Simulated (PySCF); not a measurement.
H3P, SMILES P. Geometry optimised at PBE0-D3(BJ)/def2-TZVPD.

PySCF with TDA-LC-ωPBE/def2-TZVPD puts the lowest singlet excitations at 7.40, 7.43, 7.43, 9.66, 9.66, 9.79 eV.

**Question.** What are the lowest excitation roots from ADC(3)/aug-cc-pVDZ (PySCF)? (Estimate from the structure and the level; the computed values follow.)

**Answer.** 6.70, 7.27, 7.27, 8.23, 8.23, 8.72 eV. S1 differs by -0.71 eV (second minus first; roots are paired by order, and the bases may differ).
